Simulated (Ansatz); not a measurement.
## Relaxing Sn2Bi

The calculation used DFT PBE, scalar-relativistic, plane waves, PAW (Ansatz 0.2.0). Cutoff 420 eV, Γ-centred k mesh, Gaussian smearing, no spin polarisation in the final step.

Sn2Bi was placed on the MoSi2 (C11b) structure type (I4/mmm, No. 139), with Bi in place of Mo, Sn in place of Si, at a guessed volume.

```
Sn Bi
1.0
    -2.00665    2.00665    4.92257
     2.00665   -2.00665    4.92257
     2.00665    2.00665   -4.92257
Sn Bi
2 1
Direct
  0.66500 0.66500 0.00000
  0.33500 0.33500 0.00000
  0.00000 0.00000 0.00000
```

Cell and atoms relax at zero pressure; the relaxation can't lower the symmetry of the start. After a coarse first stage the cell is made exact in the group found at 0.06 Å.

The zero of energy is the elements' standard structures at the same level; no fitted shifts are applied.

Task: Describe the relaxed structure.

Result: It keeps I4/mmm (No. 139). The result has the MoSi2 (C11b) structure. Conventional cell: a = 4.098 Å, c = 10.494 Å. Sn has 5 Sn at 3.37–3.52 Å, 5 Bi at 3.39–3.48 Å and 4 Sn at 4.10 Å; Bi is coordinated by 10 Sn at 3.39–3.48 Å and 4 Bi at 4.10 Å.

```cif
data_structure
_symmetry_space_group_name_H-M 'I4/mmm'
_symmetry_Int_Tables_number 139
_cell_length_a 4.0979
_cell_length_b 4.0979
_cell_length_c 10.4938
_cell_angle_alpha 90.000
_cell_angle_beta 90.000
_cell_angle_gamma 90.000
_cell_volume 176.22
loop_
_atom_site_label
_atom_site_type_symbol
_atom_site_symmetry_multiplicity
_atom_site_Wyckoff_symbol
_atom_site_fract_x
_atom_site_fract_y
_atom_site_fract_z
_atom_site_occupancy
Sn1 Sn 4 e 0.50000 0.50000 0.16794 1
Bi1 Bi 2 a 0.00000 0.00000 0.00000 1
```

Task: What are its volume, energy, density and gap?

Result: The volume per atom is 29.37 Å³, the density is 8.41 g/cm³ and the energy over the elements is 0.09 eV/atom. The gap on the 16×16×16 mesh is 0 eV (a metal).

The final run used a 16×16×16 mesh on its 3-atom cell and 0.10 eV smearing. For metals, differences of a few meV/atom aren't resolved. Spin–orbit coupling is left out. A structure relaxed within its symmetry needn't be a true minimum.

Cost: 3 runs of about 3.6 core-minutes in all, on Intel Xeon 6975P-C (Granite Rapids) (shared hosts).